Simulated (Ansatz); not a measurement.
# 1T (CdI2-type) TiTe₂

All values below come from r²SCAN-D4 (PAW; Ansatz, an electronic-structure program).

Cell: relaxed at this level.

interlayer binding energy: 17.9 meV/Å²
layer repeat distance: 6.654 Å
gap between the layers: 3.269 Å

Spin–orbit coupling is not included.

The computed numbers hold no vibrational or temperature effects.
